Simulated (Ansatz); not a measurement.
Input file:

```yaml
crystal:
  periodic: [false, false, false]
  atoms:
    - {symbol: B, position_ang: [0.000000, 0.000000, 0.000000]}
    - {symbol: F, position_ang: [0.000000, 0.000000, 1.910000]}
basis:
  gaussian: {orbitals: STO-3G}
total_charge: 1
magnetization: {spin_polarized: false, initial_magnetization: 1}
correlation: {active_space: {window: {electrons: 9, orbitals: 8}, states: [{multiplicity: 2, weights: [1, 1]}], fixed_orbitals: true}}
accuracy: high
```

```sh
$ ansatz run in.yaml --threads 1 --pin off --events-out ev --progress --plain --max-ram 2393MiB
```

Output:

```
149 factors; integrals over basis functions are off by at most 3.9e-8 eV
mean field evaluation 1: about -3304.2490 eV, gradient 2.6e1 eV
mean field evaluation 2: about -3304.2803 eV, gradient 2.6e1 eV
mean field evaluation 4: about -3311.8961 eV, gradient 4.2e1 eV
mean field evaluation 8: about -3318.8995 eV, gradient 1.3e0 eV
mean field evaluation 16: about -3318.9137 eV, gradient 3.4e-8 eV
mean field evaluation 32: about -3311.4931 eV, gradient 1.0e1 eV
mean field evaluation 64: about -3318.9137 eV, gradient 1.3e-5 eV
mean field evaluation 96: about -3311.4931 eV, gradient 1.0e1 eV
mean field evaluation 128: about -3304.3422 eV, gradient 2.3e-1 eV
mean field -3318.91369852 eV, -121.9678287801 hartree, gradient 3.4e-8 eV, S^2 0.750000; 13 other end points of the search recorded, 0 dependent functions left out
reference -3318.91369852 eV, -121.9678287801 hartree; 7, 6 occupied and 3, 4 virtual orbitals, 149 factors
state -3320.71848015 eV, -122.0341532817 hartree
state -3320.71848015 eV, -122.0341532817 hartree
Total energy: -3320.71848015 eV, -122.0341532817 hartree
```

Natural occupations, averaged over the states: 1.9998 1.9909 1.8194 1.4996 1.4996 0.0723 0.0723 0.0461.

Ran on 1 thread of Intel Xeon 6975P-C, shared host: 0.3 s wall, 0.09 GiB peak host memory.
